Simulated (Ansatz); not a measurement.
**H₃O+ (triplet): from Hartree-Fock to the top rungs, def2-TZVPP**

One table from this session's results is given with a row withheld; the runs are named, their logs left out.

Computed with Ansatz 0.2.0, Gaussian basis. Level: def2-TZVPP, core rule «outside noble gas», up to 1 orbitals frozen.

Plan: UHF; ROHF; CCSD(T) on UHF.

2 further runs of the same task are left out: 2 set aside as unsound or not needed.

## The system

The geometry is a PBE0/def2-TZVP stationary point (not a proven minimum) of the parent state, kept for this charge and spin.

4 atoms, charge 1, spin multiplicity 3.

Atoms are counted from 1 here; the program's logs count them from 0.

Bond lengths: O1–H2 0.978 Å, O1–H3 0.978 Å, O1–H4 0.978 Å. Angles: H2–O1–H3 113.0°, H2–O1–H4 113.0°, H3–O1–H4 113.0°.

The first run:

The input, in.yaml:

```yaml
crystal:
  periodic: [false, false, false]
  atoms:
    - {symbol: O, position_ang: [0.000157, -0.000104, -0.041923]}
    - {symbol: H, position_ang: [0.941031, 0.014170, 0.225305]}
    - {symbol: H, position_ang: [-0.483545, 0.809421, 0.218000]}
    - {symbol: H, position_ang: [-0.459974, -0.821935, 0.222149]}
basis:
  gaussian: {orbitals: def2-TZVPP}
total_charge: 1
magnetization: {spin_polarized: true, initial_magnetization: 2}
hamiltonian: {xc: hf}
output: {orbitals: {seedname: orbitals}}
```

Launch:

```sh
$ ansatz run in.yaml --threads 1 --pin off --events-out ev --progress --plain --max-ram 4096MiB --backend cpu
```

Steps of the session up to this table: UHF; ROHF; CCSD(T) on UHF.

One of the session's tables, all rows but one given; the rest of the session is left out.

| method | from UCCSD(T) (kcal/mol) |
| --- | --- |
| ROHF | ? |
| UHF | +148.95 |
| UMP2 | +14.33 |
| UCCSD | +3.78 |
| UCCSD(T) | 0 |

Q: Estimate the row for ROHF from the others.

As computed: from UCCSD(T) (kcal/mol): +152.18. In the column «from UCCSD(T) (kcal/mol)» it is the highest.
